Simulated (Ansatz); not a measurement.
A nudged elastic band was laid between two geometries of CH8AlN (11 atoms, charge 0, multiplicity 1).

The calculation used RKS PBE-D4/6-31G* (Ansatz 0.2.0).

```yaml
movable_images: 5
climbing_image: yes
spring: 5.0 eV/Å²
optimiser: quadratic models (default)
start_path: through a guess of the saddle point
force_threshold: 0.05 eV/Å
iteration_limit: 60
end_points: relaxed
```

Initial state:

```xyz
11
Properties=species:S:1:pos:R:3
Al -0.074 -0.238 0.433
C 0.067 0.439 2.300
H -0.834 0.225 2.907
H 0.939 0.029 2.845
H 0.189 1.538 2.310
H 1.277 -0.289 -0.466
H -1.465 0.011 -0.366
N -0.288 -2.299 0.751
H -0.418 -2.791 -0.141
H 0.539 -2.702 1.208
H -1.102 -2.511 1.342
```

Final state:

```xyz
11
Properties=species:S:1:pos:R:3
Al 0.060 -0.793 -0.243
C -0.179 0.230 2.787
H -0.881 0.456 3.605
H 0.854 0.420 3.113
H -0.419 0.885 1.932
H 1.550 -0.218 -0.153
H -1.237 0.062 -0.632
N -0.163 -2.552 0.017
H -1.055 -3.040 -0.051
H 0.587 -3.206 0.236
H -0.287 -0.832 2.510
```

Q: What changes between the two ends?

A: Bonds broken: Al1–C2, N8–H11. Bonds formed: C2–H11. CH8AlN becomes AlH4N + CH4.

Q: Give the energies along the band, and the barrier.

A: The forces met the threshold. The highest image is number 3 of 0 to 6, 1.27 eV above the first end and 1.13 eV above the last; the last end lies 0.14 eV above the first. A vibrational analysis at the climbing image gives one clearly imaginary mode, 1314i cm⁻¹: a first-order saddle point. The orbitals stay closed-shell, which can raise the energy where a bond breaks towards radicals; this wasn't checked here.

| image | path coordinate (Å) | energy (eV) | Al1–C2 (Å) | N8–H11 (Å) | C2–H11 (Å) |
| --- | --- | --- | --- | --- | --- |
| 0 | 0.00 | 0.00 | 1.99 | 1.03 | 3.31 |
| 1 | 0.94 | 0.02 | 1.99 | 1.03 | 3.01 |
| 2 | 1.87 | 0.19 | 2.00 | 1.03 | 2.31 |
| 3 | 2.81 | 1.27 | 2.19 | 1.37 | 1.43 |
| 4 | 3.61 | 0.35 | 2.68 | 2.13 | 1.12 |
| 5 | 4.40 | 0.16 | 3.07 | 2.67 | 1.10 |
| 6 | 5.20 | 0.14 | 3.21 | 3.03 | 1.10 |

Q: What is the geometry of the highest image?

A: 
```xyz
11
Properties=species:S:1:pos:R:3
Al -0.019 -0.411 0.142
C -0.116 -0.001 2.289
H -1.038 -0.038 2.895
H 0.761 -0.103 2.949
H -0.073 1.047 1.911
H 1.458 -0.014 -0.341
H -1.364 0.167 -0.515
N -0.177 -2.251 0.733
H -1.047 -2.777 0.613
H 0.621 -2.891 0.713
H -0.175 -1.317 1.733
```

Q: What are the harmonic wavenumbers there?

A: 1314i, 103, 271, 347, 373, 434, 492, 603, 625, 647, 692, 720, 729, 762, 1251, 1316, 1447, 1531, 1548, 1773, 1867, 1874, 2919, 3030, 3087, 3443, 3550 cm⁻¹.

Run time: 2.5 min on 1 thread of Arm Neoverse V2, with other jobs on the host, peak memory 0.1 GiB.
